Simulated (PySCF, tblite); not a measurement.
**C₃H₄NO radical: geometry, infrared bands and EPR parameters**

Aim: predict the infrared bands and EPR parameters of C₃H₄NO radical (`C/N=C/[C]=O`).

Programs: tblite 0.8.0 and PySCF 2.14.0, with density-fitted response routines of our own. Each step states its level of theory. These are calculated values for one molecule in the gas phase, unless marked as measured. Atoms count from 0, in the outputs and in this text.

**1. The starting structure**

9 atoms, charge 0, multiplicity 2; geometry from: force field or distance geometry start.

Bonds of the start (Å): C0–N1 1.45, N1–C2 1.30, C2–C3 1.44, C3–O4 1.17, C0–H5 1.10, C0–H6 1.09, C0–H7 1.09, C2–H8 1.10.

**2. Optimising the geometry with GFN2-xTB**

Job settings and geometry (Å):

```
{"job": {"kind": "relax", "xc": "GFN2-xTB", "basis": "xTB"}, "charge": 0, "multiplicity": 2}
C     -1.429000     0.120800    -0.097300
N     -0.061200     0.587300    -0.213100
C      0.827200    -0.262700     0.209400
C      2.174500     0.215900     0.085500
O      3.298000     0.552200     0.026300
H     -2.006400     0.810900     0.538600
H     -1.538200    -0.881100     0.318000
H     -1.893100     0.129600    -1.084300
H      0.641800    -1.266900     0.619000
```

Started as:

```sh
$ OMP_NUM_THREADS=1 python probes_run.py task.json out
```

One launch serves the whole session: the jobs run in the order shown.

**Question.** This job is followed by: GFN2-xTB harmonic vibrations, gas phase; UKS B3LYP, pcH-1 on C H N O, non-relativistic, mean-field spin-orbit, GIAO. What will the session give for the following? strongest single infrared mode (GFN2-xTB); zero-point energy (GFN2-xTB); g(iso) (B3LYP); ⟨S²⟩; largest a(iso) (averaged by class); potential on the surface of density 0.002 e/bohr³, 1st and 99th percentile.

**Answer**, as computed:

| quantity | value |
| --- | --- |
| strongest single infrared mode (GFN2-xTB) | 2209 cm⁻¹, 1096 km/mol |
| zero-point energy (GFN2-xTB) | 39.3 kcal/mol |
| g(iso) (B3LYP) | 2.00232 |
| ⟨S²⟩ | 0.764 (exact 0.75) |
| largest a(iso) (averaged by class) | 1H on H5, H6, H7, 55.8 MHz |
| potential on the surface of density 0.002 e/bohr³, 1st and 99th percentile | -1.60 V and 1.49 V |

What this shows: Over 27 steps the energy fell by 0.328 eV; of the close pairs, C2–C3 changed most, 1.435 to 1.334 Å. No mode is imaginary among the 21: a minimum at this level. The strongest single mode, at 2209 cm⁻¹, moves mainly C3. GFN2-xTB is a fitted tight-binding method: band positions and strengths are rough. Its intensities can rank the bands wrongly. The largest share of the spin, 0.61 e, sits on N1. The isotropic g lies 0.0 ppt below the free-electron value. The conformer search found further structures of the same energy, which may be mirror or relabelled copies of this one.
